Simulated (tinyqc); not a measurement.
Worked calculation: Pariser-Parr-Pople SCF with singles CI, for the molecule C=CC=C[CH2+] (SMILES; centres numbered as the heavy atoms are written). One step of it, computed by the program tinyqc.

Task: Iteration 3: Fock matrix. F_rr = H_rr + P_rr gamma_rr / 2 + sum_(s != r) P_ss gamma_rs; F_rs = H_rs - P_rs gamma_rs / 2; E = tr P (H + F) / 2 + core repulsion sum_(r<s) z_r z_s gamma_rs.

P after iteration 2, lower triangle:
```
           1C         2C        3C        4C        5C
1C   0.666546
2C   0.793367   0.991856
3C   0.350879   0.571578  0.683196
4C  -0.206260  -0.035464  0.571578  0.991856
5C  -0.306134  -0.206260  0.350879  0.793367  0.666546
```

core matrix H (eV), lower triangle:
```
            1C          2C          3C          4C          5C
1C  -25.601862
2C   -2.390000  -28.605411
3C    0.000000   -2.390000  -29.596883
4C    0.000000    0.000000   -2.390000  -28.605411
5C    0.000000    0.000000    0.000000   -2.390000  -25.601862
```

repulsion gamma_rs (eV), lower triangle:
```
           1C         2C         3C         4C         5C
1C  11.130000
2C   5.344569  11.130000
3C   3.872154   5.346287  11.130000
4C   2.881359   3.873196   5.346287  11.130000
5C   2.343780   2.881359   3.872154   5.344569  11.130000
```

Centres (angstrom, eV; a flat drawing with bonds scaled to 1.40 angstrom):
```
centre          x          y  core charge z          W   gamma_rr
1C      -2.425000  -0.280000              1  11.160000  11.130000
2C      -1.212000   0.420000              1  11.160000  11.130000
3C       0.000000  -0.280000              1  11.160000  11.130000
4C       1.212000   0.420000              1  11.160000  11.130000
5C       2.425000  -0.280000              1  11.160000  11.130000
```

Give: F; pi energy.

Result:

F (eV), lower triangle:
```
        1C       2C       3C       4C      5C
1C  -9.526
2C  -4.510  -10.109
3C  -0.679   -3.918  -10.027
4C   0.297    0.069   -3.918  -10.109
5C   0.359    0.297   -0.679   -4.510  -9.526
```

pi energy = -53.114 eV
